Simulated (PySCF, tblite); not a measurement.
# C5H9F: a rotation path, then NMR shifts on frames, part 2 of 2

tblite 0.8.0 and PySCF 2.14.0. Atoms count from 0.

## (5) Shielding tensors: image 4, PBE0/pcSseg-1

The job: settings as JSON, then the geometry in Å.

```
{"job": {"kind": "nmr", "xc": "PBE0", "basis": "pcSseg-1", "pop": false}, "charge": 0, "multiplicity": 1}
C      2.111300     0.013700     0.075100
C      0.707100     0.078400     0.668300
C     -0.381100    -0.050700    -0.386800
F      0.112800    -0.220700    -1.659700
C     -1.664200    -0.767700    -0.108600
C     -1.658300     0.724500    -0.307400
H      2.274800    -0.942200    -0.416100
H      2.849700     0.133100     0.863800
H      2.252200     0.802100    -0.659400
H      0.581900     1.027900     1.195000
H      0.590600    -0.724700     1.400500
H     -2.079200    -1.376000    -0.896600
H     -1.821200    -1.161400     0.884000
H     -1.806300     1.360400     0.551200
H     -2.074600     1.111300    -1.225100
```

Level: GIAO PBE0/pcSseg-1 NMR shielding, non-relativistic, gas phase.

The program printed:

```text
coarse grid: 12096 points
cycle   1  E = -295.2874670035  dE =  6.955e-01  |g| = 5.322e-01  |ddm| = 3.244e+00
cycle   2  E = -295.2683053333  dE =  1.916e-02  |g| = 6.648e-01  |ddm| = 8.646e-01
cycle   3  E = -295.3448197933  dE = -7.651e-02  |g| = 6.794e-02  |ddm| = 4.856e-01
cycle   4  E = -295.3455735192  dE = -7.537e-04  |g| = 2.823e-02  |ddm| = 6.651e-02
cycle   5  E = -295.3457391714  dE = -1.657e-04  |g| = 3.087e-03  |ddm| = 2.493e-02
cycle   6  E = -295.3457407757  dE = -1.604e-06  |g| = 1.253e-03  |ddm| = 3.465e-03
final grid: 115992 points
cycle   7  E = -295.3892549074  dE = -4.480e-05  |g| = 8.809e-03  |ddm| = 3.064e-02
cycle   8  E = -295.3892462604  dE =  8.647e-06  |g| = 1.127e-02  |ddm| = 1.585e-02
cycle   9  E = -295.3892733438  dE = -2.708e-05  |g| = 1.225e-03  |ddm| = 8.470e-03
cycle  10  E = -295.3892735801  dE = -2.363e-07  |g| = 2.021e-04  |ddm| = 1.014e-03
cycle  11  E = -295.3892735867  dE = -6.555e-09  |g| = 2.862e-05  |ddm| = 1.369e-04
cycle  12  E = -295.3892735868  dE = -1.440e-10  |g| = 1.373e-05  |ddm| = 3.306e-05
converged SCF energy = -295.3892735868

GIAO shielding tensors (ppm)
atom      isotropic    diamagn.    paramagn.     s11        s22        s33       span
  0 C      175.840     245.092     -69.252    169.476    175.367    182.677     13.201
  1 C      153.320     248.702     -95.382    130.957    149.336    179.668     48.711
  2 C      110.089     241.307    -131.218     66.610     72.225    191.432    124.821
  3 F      394.338     475.897     -81.559    325.930    379.737    477.346    151.416
  4 C      169.140     254.876     -85.736    134.558    173.326    199.535     64.977
  5 C      168.974     254.888     -85.914    134.354    173.287    199.282     64.927
  6 H       30.312      29.426       0.886     25.686     28.828     36.422     10.736
  7 H       30.712      28.111       2.600     26.270     27.681     38.184     11.914
  8 H       30.311      29.461       0.850     25.652     28.938     36.342     10.690
  9 H       29.747      31.554      -1.807     24.306     30.149     34.788     10.482
 10 H       29.700      31.547      -1.847     24.250     30.125     34.723     10.473
 11 H       30.523      30.952      -0.430     25.668     27.383     38.517     12.850
 12 H       31.434      31.911      -0.477     26.244     28.431     39.628     13.384
 13 H       31.460      31.938      -0.477     26.269     28.455     39.657     13.388
 14 H       30.479      30.909      -0.430     25.633     27.322     38.482     12.850
```

Wall time 12 s (1 thread of Intel Xeon Platinum 8559C, shared host); peak memory 0.72 GiB.

This run: δ C2 76.8, C1 33.6, C5 18.0, C4 17.8, H10 2.02, H9 1.97 ppm.

## (6) Shielding tensors: image 6, PBE0/pcSseg-1

The job: settings as JSON, then the geometry in Å.

```
{"job": {"kind": "nmr", "xc": "PBE0", "basis": "pcSseg-1", "pop": false}, "charge": 0, "multiplicity": 1}
C      2.065700     0.219400     0.074500
C      0.718600    -0.174100     0.675800
C     -0.382900    -0.243600    -0.361400
F      0.062300    -0.719300    -1.574000
C     -1.777000    -0.651100    -0.001500
C     -1.488300     0.760800    -0.439600
H      2.387500    -0.524000    -0.650600
H      2.815100     0.285300     0.859500
H      1.998100     1.180500    -0.428500
H      0.424400     0.554300     1.434000
H      0.817000    -1.147500     1.164500
H     -2.299300    -1.291900    -0.694300
H     -2.002000    -0.846400     1.035500
H     -1.513600     1.543700     0.301900
H     -1.830100     1.061800    -1.418000
```

Method: GIAO PBE0/pcSseg-1 NMR shielding, non-relativistic, gas phase.

The program printed:

```text
coarse grid: 12096 points
cycle   1  E = -295.2921918336  dE =  6.935e-01  |g| = 5.317e-01  |ddm| = 3.249e+00
cycle   2  E = -295.2732416056  dE =  1.895e-02  |g| = 6.646e-01  |ddm| = 8.551e-01
cycle   3  E = -295.3494018943  dE = -7.616e-02  |g| = 6.857e-02  |ddm| = 4.792e-01
cycle   4  E = -295.3501693121  dE = -7.674e-04  |g| = 2.812e-02  |ddm| = 6.584e-02
cycle   5  E = -295.3503338641  dE = -1.646e-04  |g| = 3.074e-03  |ddm| = 2.463e-02
cycle   6  E = -295.3503355063  dE = -1.642e-06  |g| = 1.179e-03  |ddm| = 3.516e-03
final grid: 115992 points
cycle   7  E = -295.3932378730  dE = -4.384e-05  |g| = 8.372e-03  |ddm| = 3.091e-02
cycle   8  E = -295.3932300961  dE =  7.777e-06  |g| = 1.068e-02  |ddm| = 1.500e-02
cycle   9  E = -295.3932546785  dE = -2.458e-05  |g| = 1.176e-03  |ddm| = 8.027e-03
cycle  10  E = -295.3932548949  dE = -2.164e-07  |g| = 1.929e-04  |ddm| = 9.337e-04
cycle  11  E = -295.3932549009  dE = -5.968e-09  |g| = 3.028e-05  |ddm| = 1.427e-04
cycle  12  E = -295.3932549010  dE = -1.717e-10  |g| = 1.355e-05  |ddm| = 4.056e-05
converged SCF energy = -295.3932549010

GIAO shielding tensors (ppm)
atom      isotropic    diamagn.    paramagn.     s11        s22        s33       span
  0 C      175.508     245.546     -70.038    167.192    173.840    185.493     18.301
  1 C      153.497     248.242     -94.745    134.873    150.948    174.670     39.797
  2 C      108.247     242.230    -133.983     64.429     72.301    188.011    123.582
  3 F      392.807     476.227     -83.420    342.360    373.324    462.738    120.378
  4 C      174.054     255.168     -81.114    143.357    174.096    204.710     61.353
  5 C      169.965     254.239     -84.274    135.777    173.103    201.017     65.240
  6 H       30.113      29.382       0.732     25.266     29.136     35.938     10.672
  7 H       30.666      28.220       2.445     26.122     27.714     38.161     12.039
  8 H       30.519      29.723       0.796     25.917     28.975     36.665     10.749
  9 H       30.637      31.998      -1.361     25.718     30.300     35.894     10.176
 10 H       29.246      30.899      -1.652     23.674     29.469     34.596     10.922
 11 H       30.658      30.860      -0.202     25.633     27.477     38.865     13.231
 12 H       31.393      31.741      -0.348     25.874     28.414     39.889     14.014
 13 H       31.410      31.970      -0.560     26.287     28.227     39.716     13.429
 14 H       30.542      30.864      -0.322     25.739     27.208     38.680     12.941
```

Run time: 12 s. Hardware: 1 thread of Intel Xeon Platinum 8559C, shared host; peak memory 0.72 GiB.

Key values: δ C2 78.7, C1 33.4, C5 17.0, C4 12.9, H10 2.47, H6 1.60 ppm.

## (7) Shielding tensors: image 8, PBE0/pcSseg-1

The job: settings as JSON, then the geometry in Å.

```
{"job": {"kind": "nmr", "xc": "PBE0", "basis": "pcSseg-1", "pop": false}, "charge": 0, "multiplicity": 1}
C      1.935200     0.399400     0.117000
C      0.748100    -0.390800     0.662200
C     -0.388300    -0.429000    -0.329700
F     -0.051900    -1.156600    -1.450300
C     -1.824400    -0.510900     0.075900
C     -1.287400     0.740500    -0.568900
H      2.293600    -0.053500    -0.803800
H      2.748100     0.409500     0.838100
H      1.642700     1.425200    -0.095200
H      0.386300     0.059400     1.587500
H      1.056700    -1.416900     0.877000
H     -2.472700    -1.139500    -0.514500
H     -2.060200    -0.495500     1.128500
H     -1.149300     1.620000     0.040700
H     -1.581100     0.946500    -1.586400
```

Level: GIAO PBE0/pcSseg-1 NMR shielding, non-relativistic, gas phase.

The program printed:

```text
coarse grid: 12096 points
cycle   1  E = -295.2944361676  dE =  6.988e-01  |g| = 5.326e-01  |ddm| = 3.245e+00
cycle   2  E = -295.2755925501  dE =  1.884e-02  |g| = 6.659e-01  |ddm| = 8.536e-01
cycle   3  E = -295.3517606060  dE = -7.617e-02  |g| = 6.857e-02  |ddm| = 4.763e-01
cycle   4  E = -295.3525221665  dE = -7.616e-04  |g| = 2.831e-02  |ddm| = 6.526e-02
cycle   5  E = -295.3526888778  dE = -1.667e-04  |g| = 3.129e-03  |ddm| = 2.473e-02
cycle   6  E = -295.3526906467  dE = -1.769e-06  |g| = 1.128e-03  |ddm| = 3.699e-03
final grid: 115992 points
cycle   7  E = -295.3954618271  dE = -4.222e-05  |g| = 8.856e-03  |ddm| = 2.956e-02
cycle   8  E = -295.3954518089  dE =  1.002e-05  |g| = 1.169e-02  |ddm| = 1.549e-02
cycle   9  E = -295.3954797649  dE = -2.796e-05  |g| = 1.180e-03  |ddm| = 8.530e-03
cycle  10  E = -295.3954799953  dE = -2.305e-07  |g| = 1.982e-04  |ddm| = 9.299e-04
cycle  11  E = -295.3954800017  dE = -6.380e-09  |g| = 3.266e-05  |ddm| = 1.524e-04
cycle  12  E = -295.3954800019  dE = -2.065e-10  |g| = 1.459e-05  |ddm| = 4.542e-05
converged SCF energy = -295.3954800019

GIAO shielding tensors (ppm)
atom      isotropic    diamagn.    paramagn.     s11        s22        s33       span
  0 C      174.401     246.865     -72.464    161.301    174.759    187.143     25.842
  1 C      153.570     247.333     -93.763    137.298    151.417    171.995     34.698
  2 C      105.279     243.336    -138.057     61.756     72.106    181.975    120.219
  3 F      387.040     476.141     -89.102    315.495    391.494    454.130    138.635
  4 C      172.506     255.492     -82.986    141.284    173.325    202.911     61.627
  5 C      175.301     253.783     -78.482    144.244    173.923    207.737     63.492
  6 H       30.108      29.644       0.464     25.469     29.027     35.827     10.358
  7 H       30.647      28.539       2.108     25.890     27.735     38.317     12.427
  8 H       30.626      30.432       0.194     25.792     29.869     36.216     10.424
  9 H       30.895      31.872      -0.977     25.655     30.460     36.568     10.913
 10 H       29.201      30.177      -0.976     24.408     28.574     34.622     10.214
 11 H       30.608      30.691      -0.083     25.537     27.322     38.966     13.430
 12 H       31.323      31.813      -0.490     25.750     28.370     39.849     14.098
 13 H       31.363      32.055      -0.692     26.304     28.151     39.634     13.330
 14 H       30.709      30.894      -0.185     25.917     27.253     38.958     13.041
```

Run time: 12 s. Hardware: 1 thread of Intel Xeon Platinum 8559C, shared host; peak memory 0.72 GiB.

In short: δ C2 81.6, C1 33.4, C4 14.4, C0 12.5, H10 2.52, H6 1.61 ppm.

## (8) Comparing the runs: NMR shifts

Shifts (ppm) of some atoms, chosen among heavy atoms and hydrogens apart, with basis size and wall time:

```
  frame    C2    C5    C0    C4    H9   H10      F3  functions  time
image 0  81.6  14.4  12.5  11.6  2.52  0.82  -216.8        147  17 s
image 2  78.4  12.9  11.2  17.3  2.44  1.10  -223.0        147  12 s
image 4  76.8  18.0  11.1  17.8  1.97  2.02  -223.4        147  12 s
image 6  78.7  17.0  11.4  12.9  1.08  2.47  -221.9        147  12 s
image 8  81.6  11.6  12.5  14.4  0.82  2.52  -216.1        147  12 s
```

## (9) Summary of results

This closing draws on all 2 parts.

```
                                         quantity                                                     value
                                          barrier                        0.123 eV (2.8 kcal/mol) at image 4
                            end to end (GFN2-xTB)                                                  0.000 eV
  ¹³C shifts against TMS (PBE0/pcSseg-1, image 0)                          81.6, 33.5, 14.4, 12.5, 11.6 ppm
   ¹H shifts against TMS (PBE0/pcSseg-1, image 0)  2.52, 1.61, 1.11, 1.09, 1.07, 1.01, 0.82, 0.39, 0.35 ppm
¹⁹F shifts against CFCl3 (PBE0/pcSseg-1, image 0)                                                -216.8 ppm
            surface potential, 1st and 99th percentile                                        -1.07 V and 0.85 V
                         range of the shift of F3                                      -223.4 to -216.1 ppm
```

In words: Along the band the dihedral turns by 134°, and the top (dihedral 217°) lies 2.8 kcal/mol above the start (GFN2-xTB, rough), so at room temperature this motion is fast. The top was not checked by a frequency run. Shifts at one fixed geometry are not the observed spectrum, which averages over the motion. In the first frame run (image 0): Shielding is most anisotropic at F3 (span 139 ppm, paramagnetic term -88 ppm). Across the 5 runs the shift of F3 moves most, between -223.4 (image 4) and -216.1 ppm (image 8).
